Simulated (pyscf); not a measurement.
PySCF, gas phase, ωB97X-D3(BJ)/def2-SVP geometries.

Q: Estimate the classical barrier height and the reaction energy of `[SiH3][SH]` + `[H][H]` -> `[SH2]` + `[SiH4]` at HF/def2-TZVP. The step runs on the singlet surface, breaks S–Si, H–H and forms H–S, H–Si; take the separated reactants as zero.

A: ΔE‡ = 74.9 kcal/mol, ΔE = +3.4 kcal/mol. ωB97M-D3(BJ)/def2-TZVP gives 57.3 kcal/mol and +7.4 kcal/mol. Zero-point energy shifts the barrier by +1.8 kcal/mol. It is a four-centre exchange, with an imaginary mode of 1481i cm⁻¹. One saddle was located; it need not be the lowest between these sides.
